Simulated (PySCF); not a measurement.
[PO2]+, singlet: structure and spectrum

Computed with PySCF, PBE0, basis P def2-TZVP, O def2-TZVP (no relativity, density fitting).

The structure is a minimum.

| Quantity | Value |
| --- | --- |
| Point group | D∞h |
| Bond lengths | P–O 1.430 Å (×2) |
| Bond angles | O–P–O 180.0° |
| Principal polarisabilities | 14.9, 14.9, 31.5 bohr³ |
| Zero-point energy | 20.1 kJ/mol |
| Principal quadrupole moments (Buckingham, traceless) about the centre of mass | -2.51, 1.26, 1.26 D Å |
| Lowest empty level | -12.63 eV |
| Entropy at 298.15 K and 1 bar | 230.9 J/(mol K) |
| Rotational constants | 0.2577 cm⁻¹ |
| Rotational symmetry number | 2 |
| Highest occupied level | -19.43 eV |
| Dipole moment about the centre of mass | 0.00 D |
| Enthalpy at 298.15 K above 0 K | 10.96 kJ/mol |
| Heat capacity Cp at 298.15 K | 44.4 J/(mol K) |

Harmonic modes (masses in u: P 30.974, O 15.995):
```tsv
symmetry	ω (cm⁻¹)	IR (km/mol, summed over degenerate members)	type
πu	298	101	bend
σg+	1140	0.0	stretch
σu+	1623	27.1	stretch
```

In D∞h the vibrations span πu + σg+ + σu+. The σg+ mode carries no infrared intensity, as symmetry demands. With a centre of inversion only u modes can be infrared active and only g modes Raman active.

Charges (e):
```tsv
atom	Mulliken	Löwdin	polar tensor	Mayer order to P1
P1	1.14	0.90	1.31	–
O2,3	-0.07	0.05	-0.16	2.36
```

Mulliken populations on P1: s 5.11, p 8.06, d 0.62, f 0.08.

Outer orbital energies (eV). occupied: -23.91, -21.30, -21.16, -21.16, -19.43, -19.43; empty: -12.63, -9.63, -9.63, -1.89.

Counting electrons, phosphorus keeps none of its valence electrons outside its bonds, so the VSEPR class is AX2 and the expected shape is linear (D∞h), as computed.

Other isomers or separated fragments may lie lower.

The final relaxation and frequency run took 14 s on 2 threads of a shared Arm Neoverse N1 host, with 99 basis functions and 5 gradients; the process peaked at 0.88 GiB.
